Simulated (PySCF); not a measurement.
# Orbital picture of CO

ωB97X-V at R = 1.125 Å; PySCF, no relativity, basis sets C def2-TZVPPD, O def2-TZVPPD. State: ¹Σ⁺ (singlet), closed shell. Only the outer orbitals are listed, counted within each symmetry.

```csv
orbital,occ.,ε (eV),on C (%),main shells (%)
3σ,2,-35.33,32,"62 O s, 18 C s, 12 C p"
4σ,2,-18.95,21,"51 O p, 27 O s, 22 C s"
1π,2,-16.11,27,"72 O p, 25 C p"
1π,2,-16.11,27,"72 O p, 25 C p"
5σ,2,-13.41,89,"51 C s, 38 C p, 8 O p"
2π,0,1.74,62,"52 C p, 31 O p, 10 C d"
2π,0,1.74,62,"52 C p, 31 O p, 10 C d"
```

Problem. Which are the highest filled and the lowest empty level, where do they sit, and how wide is the gap?

Solution. Highest filled 5σ at -13.41 eV (in %: 51 C s, 38 C p, 8 O p); lowest empty 2π at 1.74 eV (in %: 52 C p, 31 O p, 10 C d); the gap at ωB97X-V is 15.15 eV. An empty level above zero is unbound, and its energy depends on the basis.

* bond order (Mayer): 2.43
* ⟨S²⟩: 0.000
* charge on C (Mulliken, basis-dependent): 0.07
* charge on C (Löwdin, basis-dependent): -0.02
* dipole moment (positive dipole means C(−)O(+)): 0.09 D
